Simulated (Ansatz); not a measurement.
# 2H MoS2

Computed with r²SCAN+rVV10 (Ansatz, a program for electronic structure, PAW).

Cell: relaxed at this level.

* **interlayer binding energy**: 22.7 meV/Å²
* **layer repeat distance**: 6.219 Å
* **gap between the layers**: 3.107 Å

Measured, for comparison: interlayer binding energy 34.3 ± 8 meV/Å² (temperature not stated, not corrected to a static lattice, bulk; as tabulated in Ning et al. (2022), arXiv:2204.11717). Computed (rounded) less measured: interlayer binding energy -34 %.

The computed numbers hold no vibrational or temperature effects.
